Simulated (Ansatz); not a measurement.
The input, for Ansatz 0.2.0:

```yaml
crystal:
  periodic: [false, false, false]
  atoms:
    - {symbol: B, position_ang: [0.000000, -0.955158, 2.153276]}
    - {symbol: S, position_ang: [0.000000, 0.552577, 1.214954]}
    - {symbol: Ga, position_ang: [0.000000, -0.092497, -0.941065]}
    - {symbol: H, position_ang: [0.000000, -0.935573, 3.350693]}
basis:
  gaussian: {orbitals: 6-31G}
total_charge: 1
magnetization: {spin_polarized: false, initial_magnetization: 4}
correlation: {active_space: {window: {electrons: 4, orbitals: 8}, states: [{multiplicity: 5, weights: [0.5, 0.5, 0.5, 1]}], root: 0}}
output: {forces: true}
```

```sh
$ ansatz run in.yaml --threads 1 --pin off --events-out ev --progress --plain --max-ram 2393MiB
```

The program prints:

```
969 factors; integrals over basis functions are off by at most 1.2e-7 eV
mean field evaluation 1: about -63812.5742 eV, gradient 1.7e1 eV
mean field evaluation 2: about -63812.6367 eV, gradient 1.7e1 eV
mean field evaluation 4: about -63816.0776 eV, gradient 7.6e0 eV
mean field evaluation 8: about -63816.8502 eV, gradient 7.9e-1 eV
mean field evaluation 16: about -63816.8565 eV, gradient 3.3e-6 eV
mean field evaluation 32: about -63816.8621 eV, gradient 2.3e-4 eV
mean field evaluation 64: about -63816.8618 eV, gradient 6.4e-1 eV
mean field evaluation 96: about -63816.7778 eV, gradient 1.0e0 eV
mean field evaluation 128: about -63816.8615 eV, gradient 9.1e-2 eV
mean field evaluation 160: about -63814.9794 eV, gradient 2.9e0 eV
mean field evaluation 192: about -63816.8620 eV, gradient 1.3e-1 eV
mean field -63816.86210634 eV, -2345.2264257852 hartree, gradient 2.5e-6 eV, S^2 6.000000; 13 other end points of the search recorded, 0 dependent functions left out
reference -63816.86210634 eV, -2345.2264257852 hartree; 28, 24 occupied and 25, 29 virtual orbitals, 969 factors
state -63816.78991685 eV, -2345.2237728703 hartree
state -63816.75837376 eV, -2345.2226136832 hartree
state -63815.05512856 eV, -2345.1600205768 hartree
state -63814.83456101 eV, -2345.1519148686 hartree
1 active orbitals were swapped for others, from the solution at -63815.65449232 eV, -2345.1820467886 hartree to that at -63815.65450824 eV, -2345.1820473735 hartree; typed "places" are swapped only where nearly empty or full, and so, without "given_window_search", are "orbital_numbers", "shells" and a window whose orbitals a file names under [Active]
the calculation of the forces begins
Total energy: -63816.78991685 eV, -2345.2237728703 hartree
Atom 0 at     0.000000    -0.955158     2.153276 Å, force    -0.000000    -3.040974     3.040184 eV/Å
Atom 1 at     0.000000     0.552577     1.214954 Å, force     0.000000     3.943591     0.580871 eV/Å
Atom 2 at     0.000000    -0.092497    -0.941065 Å, force    -0.000000    -0.744172    -2.837515 eV/Å
Atom 3 at     0.000000    -0.935573     3.350693 Å, force     0.000000    -0.158445    -0.783539 eV/Å
Dipole moment:    -0.000000    -0.155386     0.397565 e Å
```

Before any correction even the lowest state lies above the reference determinant, by 0.07 eV, so the averaged orbitals or the space serve it badly.

Forces (eV/Å):
```
B    0.000 -3.041  3.040
S    0.000  3.944  0.581
Ga   0.000 -0.744 -2.838
H    0.000 -0.158 -0.784
```

Ran on 1 thread of Arm Neoverse V1, shared host: 44 s wall, 0.2 GiB peak host memory.
